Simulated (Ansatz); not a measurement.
Two isomers of C3H5NO: A = `N=CC1CO1`, B = `CC(N)=C=O`.

Program: Ansatz. Geometries: PBE0-D4/def2-TZVP. ΔE: electronic, gas phase. CCSD(T)/CBS adds triple-zeta CCSD(T) − MP2 to the extrapolated MP2 energy (def2 sets, frozen cores). Functionals use def2-TZVPP. B3LYP here is the variant with VWN-RPA as its local correlation; programs differ in this. Each species was taken in one conformer, which may not be the lowest.

Task: Which isomer does CCSD(T)/CBS put lower? Give the gap. (Best estimate.)

Result: Computed: B, by 13.5 kcal/mol.

Task: Give E(B) − E(A) in kcal/mol with PBE0-D4, PBE-D4, CCSD(T)/def2-TZVPP, HF/def2-TZVPP, ωB97M-V, BLYP-D4, B3LYP. (Best estimate.)

Result: Ansatz gave: PBE0-D4 -14.9, PBE-D4 -16.6, CCSD(T)/def2-TZVPP -13.2, HF/def2-TZVPP -14.9, ωB97M-V -14.7, BLYP-D4 -19.1, B3LYP -17.4. None reverses the order clearly.

Task: Does the order hold for the free energy at 298.15 K (harmonic terms from PBE0-D4)? (An estimate is asked.)

Result: Ansatz gave: Yes: G(B) − G(A) = -15.2 kcal/mol, for one conformer each.

Largest T1 diagnostic: 0.015.

At CCSD(T), def2-SVP lies −1.4 kcal/mol from the extrapolated value and def2-TZVPP +0.3 kcal/mol. From r2SCAN to r2SCAN0 (25 % exact exchange), in def2-TZVPP and without D4, E(B) − E(A) moves by +1.3 kcal/mol.
